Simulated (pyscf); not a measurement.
## Addition across a multiple bond or ene-type step: H₂C=CH–CH=CH₂ + H₂O → H₂C=CH–CH(CH₃)–OH

Gas phase, singlet surface, charge 0. Bonds broken: O11–H12. Bonds formed: C1–H12, C2–O11. PySCF, gas phase, ωB97X-D3(BJ)/def2-SVP geometries.

Transition state (Å):

```xyz
13

C      0.7592     1.1023     0.0017
C      0.0681    -0.0220     0.5493
C     -1.3817    -0.2879     0.3596
C     -2.1070     0.2176    -0.6411
H      1.8005     0.9549    -0.3021
H      0.1840     1.8182    -0.5962
H      0.6557    -0.9123     0.7994
H     -1.8437    -0.9725     1.0801
H     -1.6618     0.8779    -1.3916
H     -3.1672    -0.0292    -0.7512
O      0.1189     0.6488     2.2917
H      0.6350     1.3518     1.4047
H     -0.7460     1.0224     2.5288
```

One imaginary mode, 2053i cm⁻¹; descent along it reached the two sides named.

| bond | change | reactant side (Å) | saddle | product side |
|---|---|---|---|---|
| O11–H12 | breaks | 0.965 | 1.244 | 2.6 |
| C1–H12 | forms | 2.7 | 1.430 | 1.100 |
| C2–O11 | forms | 3.2 | 1.868 | 1.421 |

Electronic energies relative to the separated reactants (eV):

```csv
level,barrier,reaction energy,reverse barrier
ωB97X-D3(BJ)/def2-TZVP,2.38,-0.71,3.09
PBE/def2-TZVP,2.05,-0.51,2.56
r²SCAN/def2-TZVP,2.17,-0.59,2.77
B3LYP-D3(BJ)/def2-TZVP,2.37,-0.48,2.85
PBE0-D3(BJ)/def2-TZVP,2.24,-0.69,2.93
M06-2X/def2-TZVP,2.43,-0.65,3.08
ωB97M-D3(BJ)/def2-TZVP,2.37,-0.61,2.97
HF/def2-TZVP,3.38,-0.41,3.78
```

With ωB97M-D3(BJ)/def2-TZVP energies and thermal terms (ideal gas, 1 atm, RRHO with modes under 100 cm⁻¹ raised to 100, one conformer, R ln 2 for chiral ones without a mode under 150 cm⁻¹), in eV:

| T (K) | ΔH‡ | ΔG‡ | ΔH | ΔG |
|---|---|---|---|---|
| 298 | 2.27 | 2.73 | -0.48 | -0.01 |
| 600 | 2.28 | 3.20 | -0.48 | +0.46 |
| 900 | 2.31 | 3.65 | -0.46 | +0.93 |
| 1200 | 2.35 | 4.09 | -0.41 | +1.39 |

H₂C=CH–CH(CH₃)–OH lies 0.81 eV over its isomer H₃C–CH₂–C(CH₃)=O (electronic energy, ωB97M-D3(BJ)/def2-TZVP). This is the saddle that the search found; another between the same sides may lie lower.
